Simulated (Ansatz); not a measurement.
Molecule: CH$_{5}$S (charge +1, singlet). It need not be the lowest isomer of its formula. 
Structure (B3LYP-D3(BJ)/def2-TZVP (Ansatz, an electronic-structure program) minimum search):
SMILES: C[SH2+]
```xyz
7

C     -0.0342     1.1940    -0.1208
S     -0.0235    -0.6123     0.1491
H      1.2549    -0.8954    -0.1924
H     -1.0769     1.4991    -0.0545
H      0.5344     1.6218     0.7029
H      0.4004     1.4381    -1.0850
H     -0.5324    -1.0315    -1.0325
```
Charge +1, spin multiplicity 1.

Parts of the frozen-core correlation energy in STO-3G (Ansatz, hartree). Frozen orbitals: 6; correlated occupied orbitals by spin: 7 and 7; virtual: 6 and 6. Spin-orbit coupling is left out. Non-relativistic.

```json
[
 {"term": "reference (HF)", "value": "-433.27196"},
 {"term": "MP2 opposite-spin", "value": "-0.08479"},
 {"term": "MP2 same-spin", "value": "-0.00610"},
 {"term": "CCSD correlation", "value": "-0.12588"},
 {"term": "(T)", "value": "-0.00056"},
 {"term": "FCI minus CCSD(T)", "value": "-0.00024"},
 {"term": "T1 diagnostic", "value": "0.006"},
 {"term": "largest doubles amplitude", "value": "0.062"}
]
```
